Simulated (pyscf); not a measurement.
H₃Si–I + H• → •H₂Si–I + H₂ (hydrogen abstraction; doublet surface; H–Si broken, H–H formed). Structures and frequencies: ωB97X-D3(BJ)/def2-SVP in PySCF. Energies in kJ/mol from the separated reactants.

```
level                   barrier  reaction energy
----------------------  -------  ---------------
ωB97X-D3(BJ)/def2-TZVP     18.5            -57.9
PBE/def2-TZVP              -0.9            -70.4
r²SCAN/def2-TZVP              …            -74.9
B3LYP-D3(BJ)/def2-TZVP        …                …
PBE0-D3(BJ)/def2-TZVP       6.1            -62.0
HF/def2-TZVP               50.9            -34.6
```

Fill in the missing entries.


- r²SCAN/def2-TZVP, barrier: -5.4
- B3LYP-D3(BJ)/def2-TZVP, barrier: -0.7
- B3LYP-D3(BJ)/def2-TZVP, reaction energy: -73.7

At PBE, r²SCAN, B3LYP-D3(BJ) this geometry lies under the reactants; that is no barrier but a single point on another level's saddle; such a level's own saddle, if it has one, lies nearer that side and is low. One saddle was located; it need not be the lowest between these sides. The angle at the transferred H is 179°. Elements past Kr carry the def2 core potentials, without spin-orbit coupling.
